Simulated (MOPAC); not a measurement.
MOPAC input (PM6):

```
PM6 FORCE THERMO(298,298) PRECISE LET CHARGE=-1 GEO-OK AUX(PRECISION=9) THREADS=1
C4H5

C     0.62122444 1    1.83360983 1    0.00466623 1
C     0.64572513 1    0.50499058 1   -0.00131205 1
C    -0.53519530 1   -0.34733339 1    0.00140124 1
C    -0.55058474 1   -1.69487882 1   -0.00444293 1
H    -0.23508829 1    2.45484815 1    0.01208204 1
H     1.59496633 1   -0.02239158 1   -0.00882281 1
H    -1.49052549 1    0.18951224 1    0.00898640 1
H     0.34605455 1   -2.28085824 1   -0.01192388 1
H    -1.44690713 1   -2.27633571 1   -0.00209640 1
```

### Question
Which zero-point energy does it print?

### Answer
42.53 kcal/mol, from the harmonic wavenumbers of PM6.
